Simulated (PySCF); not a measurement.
PySCF input (HF/d-aug-cc-pVDZ):

```python
import numpy as np, basis_set_exchange as bse
from pyscf import gto, scf, dft, df
from pyscf.prop.polarizability import rhf as pol

basis = {'N': gto.basis.parse(bse.get_basis('d-aug-cc-pVDZ', elements=['N'], fmt='nwchem')), 'O': gto.basis.parse(bse.get_basis('d-aug-cc-pVDZ', elements=['O'], fmt='nwchem'))}
mol = gto.M(
    atom='''
    N    -0.00000000   -0.00000000   -1.19434265
    N    -0.00000000   -0.00000000   -0.07337328
    O     0.00000000    0.00000000    1.10925144
    ''',
    basis=basis,
    charge=0,
    verbose=4,
    max_memory=2160,
)
mf = scf.RHF(mol)
mf = mf.density_fit(auxbasis=df.autoaux(mol))
mf.conv_tol = 1e-9
mf.max_cycle = 100
print('smallest overlap eigenvalue', np.linalg.eigvalsh(mol.intor('int1e_ovlp'))[0])
mf.kernel()
dip = mf.dip_moment()
p = pol.Polarizability(mf)
p.max_cycle_cphf = 60
alpha = p.polarizability()
print('polarisability/bohr^3', alpha.trace() / 3)
```

Output:

```
PySCF version 2.14.0

[INPUT] verbose = 4
[INPUT] num. atoms = 3
[INPUT] num. electrons = 22
[INPUT] charge = 0
[INPUT] spin (= nelec alpha-beta = 2S) = 0
[INPUT] symmetry False subgroup None
[INPUT] Mole.unit = angstrom
[INPUT] Symbol           X                Y                Z      unit          X                Y                Z       unit  Magmom
[INPUT]  1 N      0.000000000000   0.000000000000  -1.194342650000 AA    0.000000000000   0.000000000000  -2.256980507387 Bohr   0.0
[INPUT]  2 N      0.000000000000   0.000000000000  -0.073373280000 AA    0.000000000000   0.000000000000  -0.138655404061 Bohr   0.0
[INPUT]  3 O      0.000000000000   0.000000000000   1.109251440000 AA    0.000000000000   0.000000000000   2.096181424879 Bohr   0.0

nuclear repulsion = 61.0534527481586
number of shells = 27
number of NR pGTOs = 132
number of NR cGTOs = 96
basis = {'N': [[0, [9046.0, 0.0007, -0.000153, 0.0], [1357.0, 0.005389, -0.001208, 0.0], [309.3, 0.027406, -0.005992, 0.0], [87.73, 0.103207, -0.024544, 0.0], [28.56, 0.278723, -0.067459, 0.0], [10.21, 0.44854, -0.158078, 0.0], [3.838, 0.278238, -0.121831, 0.0], [0.7466, 0.01544, 0.549003, 0.0], [0.2248, -0.002864, 0.578815, 1.0]], [0, [0.06124, 1.0]], [0, [0.0167, 1.0]], [1, [13.55, 0.039919, 0.0], [2.917, 0.217169, 0.0], [0.7973, 0.510319, 0.0], [0.2185, 0.462214, 1.0]], [1, [0.05611, 1.0]], [1, [0.0144, 1.0]], [2, [0.817, 1.0]], [2, [0.23, 1.0]], [2, [0.0647, 1.0]]], 'O': [[0, [11720.0, 0.00071, -0.00016, 0.0], [1759.0, 0.00547, -0.001263, 0.0], [400.8, 0.027837, -0.006267, 0.0], [113.7, 0.1048, -0.025716, 0.0], [37.03, 0.283062, -0.070924, 0.0], [13.27, 0.448719, -0.165411, 0.0], [5.025, 0.270952, -0.116955, 0.0], [1.013, 0.015458, 0.557368, 0.0], [0.3023, -0.002585, 0.572759, 1.0]], [0, [0.07896, 1.0]], [0, [0.0206, 1.0]], [1, [17.7, 0.043018, 0.0], [3.854, 0.228913, 0.0], [1.046, 0.508728, 0.0], [0.2753, 0.460531, 1.0]], [1, [0.06856, 1.0]], [1, [0.0171, 1.0]], [2, [1.185, 1.0]], [2, [0.332, 1.0]], [2, [0.093, 1.0]]]}
ecp = {}
ETB for N: l = 0, exps = 0.0288 * 1.8^n , n = 0..17
ETB for N: l = 1, exps = 0.0288 * 1.8^n , n = 0..14
ETB for N: l = 2, exps = 0.0288 * 1.8^n , n = 0..13
ETB for N: l = 3, exps = 0.07909999999999999 * 2.2^n , n = 0..4
ETB for O: l = 0, exps = 0.0342 * 1.8^n , n = 0..17
ETB for O: l = 1, exps = 0.0342 * 1.8^n , n = 0..14
ETB for O: l = 2, exps = 0.0342 * 1.8^n , n = 0..13
ETB for O: l = 3, exps = 0.1101 * 2.2^n , n = 0..4
smallest overlap eigenvalue 1.1374958824951238e-05

******** <class 'pyscf.df.df_jk.DFRHF'> ********
method = DFRHF
initial guess = minao
damping factor = 0
level_shift factor = 0
DIIS = <class 'pyscf.scf.diis.CDIIS'>
diis_start_cycle = 1
diis_space = 8
diis_damp = 0
SCF conv_tol = 1e-09
SCF conv_tol_grad = None
SCF max_cycles = 100
direct_scf = False
Set gradient conv threshold to 3.16228e-05
Initial guess from minao.
******** <class 'pyscf.df.df.DF'> ********
auxbasis = {'N': [[0, [np.float64(629.5425292047448), 1]], [0, [np.float64(349.74584955819154), 1]], [0, [np.float64(194.30324975455088), 1]], [0, [np.float64(107.94624986363938), 1]], [0, [np.float64(59.970138813132984), 1]], [0, [np.float64(33.31674378507388), 1]], [0, [np.float64(18.50930210281882), 1]], [0, [np.float64(10.282945612677123), 1]], [0, [np.float64(5.712747562598401), 1]], [0, [np.float64(3.1737486458880007), 1]], [0, [np.float64(1.7631936921600002), 1]], [0, [np.float64(0.9795520512000001), 1]], [0, [np.float64(0.544195584), 1]], [0, [np.float64(0.30233088), 1]], [0, [np.float64(0.16796160000000002), 1]], [0, [np.float64(0.093312), 1]], [0, [np.float64(0.05184), 1]], [0, [np.float64(0.0288), 1]], [1, [np.float64(107.94624986363938), 1]], [1, [np.float64(59.970138813132984), 1]], [1, [np.float64(33.31674378507388), 1]], [1, [np.float64(18.50930210281882), 1]], [1, [np.float64(10.282945612677123), 1]], [1, [np.float64(5.712747562598401), 1]], [1, [np.float64(3.1737486458880007), 1]], [1, [np.float64(1.7631936921600002), 1]], [1, [np.float64(0.9795520512000001), 1]], [1, [np.float64(0.544195584), 1]], [1, [np.float64(0.30233088), 1]], [1, [np.float64(0.16796160000000002), 1]], [1, [np.float64(0.093312), 1]], [1, [np.float64(0.05184), 1]], [1, [np.float64(0.0288), 1]], [2, [np.float64(59.970138813132984), 1]], [2, [np.float64(33.31674378507388), 1]], [2, [np.float64(18.50930210281882), 1]], [2, [np.float64(10.282945612677123), 1]], [2, [np.float64(5.712747562598401), 1]], [2, [np.float64(3.1737486458880007), 1]], [2, [np.float64(1.7631936921600002), 1]], [2, [np.float64(0.9795520512000001), 1]], [2, [np.float64(0.544195584), 1]], [2, [np.float64(0.30233088), 1]], [2, [np.float64(0.16796160000000002), 1]], [2, [np.float64(0.093312), 1]], [2, [np.float64(0.05184), 1]], [2, [np.float64(0.0288), 1]], [3, [np.float64(1.8529649600000002), 1]], [3, [np.float64(0.8422568000000001), 1]], [3, [np.float64(0.382844), 1]], [3, [np.float64(0.17401999999999998), 1]], [3, [np.float64(0.07909999999999999), 1]]], 'O': [[0, [np.float64(747.5817534306345), 1]], [0, [np.float64(415.3231963503525), 1]], [0, [np.float64(230.73510908352915), 1]], [0, [np.float64(128.18617171307176), 1]], [0, [np.float64(71.21453984059542), 1]], [0, [np.float64(39.56363324477524), 1]], [0, [np.float64(21.979796247097347), 1]], [0, [np.float64(12.210997915054083), 1]], [0, [np.float64(6.783887730585602), 1]], [0, [np.float64(3.768826516992001), 1]], [0, [np.float64(2.0937925094400005), 1]], [0, [np.float64(1.1632180608000002), 1]], [0, [np.float64(0.6462322560000001), 1]], [0, [np.float64(0.35901792000000005), 1]], [0, [np.float64(0.19945440000000003), 1]], [0, [np.float64(0.11080800000000002), 1]], [0, [np.float64(0.061560000000000004), 1]], [0, [np.float64(0.0342), 1]], [1, [np.float64(128.18617171307176), 1]], [1, [np.float64(71.21453984059542), 1]], [1, [np.float64(39.56363324477524), 1]], [1, [np.float64(21.979796247097347), 1]], [1, [np.float64(12.210997915054083), 1]], [1, [np.float64(6.783887730585602), 1]], [1, [np.float64(3.768826516992001), 1]], [1, [np.float64(2.0937925094400005), 1]], [1, [np.float64(1.1632180608000002), 1]], [1, [np.float64(0.6462322560000001), 1]], [1, [np.float64(0.35901792000000005), 1]], [1, [np.float64(0.19945440000000003), 1]], [1, [np.float64(0.11080800000000002), 1]], [1, [np.float64(0.061560000000000004), 1]], [1, [np.float64(0.0342), 1]], [2, [np.float64(71.21453984059542), 1]], [2, [np.float64(39.56363324477524), 1]], [2, [np.float64(21.979796247097347), 1]], [2, [np.float64(12.210997915054083), 1]], [2, [np.float64(6.783887730585602), 1]], [2, [np.float64(3.768826516992001), 1]], [2, [np.float64(2.0937925094400005), 1]], [2, [np.float64(1.1632180608000002), 1]], [2, [np.float64(0.6462322560000001), 1]], [2, [np.float64(0.35901792000000005), 1]], [2, [np.float64(0.19945440000000003), 1]], [2, [np.float64(0.11080800000000002), 1]], [2, [np.float64(0.061560000000000004), 1]], [2, [np.float64(0.0342), 1]], [3, [np.float64(2.5791585600000007), 1]], [3, [np.float64(1.1723448000000003), 1]], [3, [np.float64(0.5328840000000001), 1]], [3, [np.float64(0.24222000000000002), 1]], [3, [np.float64(0.1101), 1]]]}
init E= -184.383598506447
  HOMO = -0.344273693095272  LUMO = 0.0152741570449004  gap/eV = 9.78380
cycle= 1 E= -183.591865612343  delta_E= 0.792  |g|= 0.772  |ddm|= 4.74
  HOMO = -0.515234067009537  LUMO = 0.013193974514019  gap/eV = 14.37926
cycle= 2 E= -183.653054595734  delta_E= -0.0612  |g|= 0.567  |ddm|= 2.74
  HOMO = -0.507612497422377  LUMO = 0.0151526098397827  gap/eV = 14.22516
cycle= 3 E= -183.709924578546  delta_E= -0.0569  |g|= 0.0623  |ddm|= 1.16
  HOMO = -0.488987543480278  LUMO = 0.0153000303554034  gap/eV = 13.72236
cycle= 4 E= -183.710820909272  delta_E= -0.000896  |g|= 0.018  |ddm|= 0.201
  HOMO = -0.493073885030076  LUMO = 0.0153181784590188  gap/eV = 13.83405
cycle= 5 E= -183.710964081496  delta_E= -0.000143  |g|= 0.0117  |ddm|= 0.134
  HOMO = -0.492955149318305  LUMO = 0.0152632460636299  gap/eV = 13.82933
cycle= 6 E= -183.710994809126  delta_E= -3.07e-05  |g|= 0.00299  |ddm|= 0.0523
  HOMO = -0.492969038971815  LUMO = 0.0152605142626907  gap/eV = 13.82963
cycle= 7 E= -183.71100088276  delta_E= -6.07e-06  |g|= 0.00104  |ddm|= 0.0268
  HOMO = -0.49300217414274  LUMO = 0.0152546895483932  gap/eV = 13.83037
cycle= 8 E= -183.711001290183  delta_E= -4.07e-07  |g|= 0.000105  |ddm|= 0.00706
  HOMO = -0.492989351472926  LUMO = 0.0152545611148582  gap/eV = 13.83002
cycle= 9 E= -183.711001295743  delta_E= -5.56e-09  |g|= 1.56e-05  |ddm|= 0.00062
  HOMO = -0.492990090248533  LUMO = 0.0152546209251998  gap/eV = 13.83004
cycle= 10 E= -183.711001295828  delta_E= -8.49e-11  |g|= 4.29e-06  |ddm|= 5.97e-05
  HOMO = -0.492990286898343  LUMO = 0.015254627212256  gap/eV = 13.83005
Extra cycle  E= -183.711001295833  delta_E= -4.86e-12  |g|= 1.98e-06  |ddm|= 2.74e-05
converged SCF energy = -183.711001295833
Dipole moment(X, Y, Z, Debye): -0.00000, -0.00000, -0.64009
Isotropic polarizability 18.4611901586
Polarizability anisotropy 17.8577402264
polarisability/bohr^3 18.461190158614986
```
